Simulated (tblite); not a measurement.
C3H3FO.
Z-matrix (Å and degrees, GFN2-xTB geometry), rows numbered from 1:
```
C 
C   1  1.3281
C   2  1.4621  1  120.58
O   3  1.1832  2  130.02  1    -0.21
F   3  1.3672  2  110.85  1   179.78
H   1  1.0783  2  120.38  3    -0.03
H   1  1.0763  2  122.14  3   179.97
H   2  1.0798  1  123.17  3   180.00
```

Calculated harmonic vibrations of the isolated species, GFN2-xTB (tblite), most abundant isotopes, no scaling. This tight-binding method is rough: wavenumbers can miss measured ones by several per cent, in bad cases by 10 to 20. One conformer, not necessarily the lowest.

Question: How many normal modes are there?

Answer: 8 atoms, non-linear: 3N − 6 = 18.

Question: What is the point group of the computed structure, and how do the modes divide by symmetry?

Answer: Cs. The vibrations span 13 a′ + 5 a″.

Question: How many distinct wavenumbers does the calculation give?

Answer: 18: Cs has no degenerate species.

Question: How many fundamentals are allowed in the infrared by symmetry?

Answer: 18 of 18: in Cs every mode is allowed. All fundamentals are allowed in the Raman spectrum.

Question: Which of the modes above 1550 cm⁻¹ are stretches that can be named?

Answer: C=C 1661; C=O 1836; =C–H 3094, 3103, 3142 cm⁻¹.

Question: What zero-point energy do the modes add up to?

Answer: Half the sum of the wavenumbers, 11466 cm⁻¹, or 1.422 eV from 18 modes, 0.796 eV of it from above 1550 cm⁻¹.

Question: Treat the C=O stretch at 1836 cm⁻¹ as a diatomic oscillator. What force constant follows?

Answer: With μ = 6.856 u, k = μ(2πcν̃)² = 1361 N/m; the bond's atoms carry 99 % of the mode, and this is an estimate.

Question: Treat the C=C stretch at 1661 cm⁻¹ as a diatomic oscillator. What force constant follows?

Answer: With μ = 6.000 u, k = μ(2πcν̃)² = 975 N/m; the bond's atoms carry 92 % of the mode, and this is an estimate.
